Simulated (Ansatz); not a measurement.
A calculation with Ansatz (development build ahead of 0.2.0).

```yaml
crystal:
  periodic: [false, false, false]
  atoms:
    - { symbol: H, position_ang: [0.0, 0.0, 0.45] }
    - { symbol: F, position_ang: [0.0, 0.0, -0.45] }
basis:
  gaussian: { orbitals: STO-3G }
total_charge: 1
magnetization:
  spin_polarized: true
  initial_magnetization: 1
hamiltonian:
  xc: hf
correlation:
  method: ccsd_t
  frozen_orbitals: { F: 1, H: 0 }
```

The input is written out in the form of the current development build from the run's settings.

Output:

| Item | Value |
| --- | --- |
| Converged | yes |
| Reference energy | -98.17183 hartree |
| CCSD correlation energy | -0.01468 hartree |
| Triples correction | 0.00000 hartree |
| Total energy | -98.18652 hartree |
| Spin squared of the determinant | 0.752 |
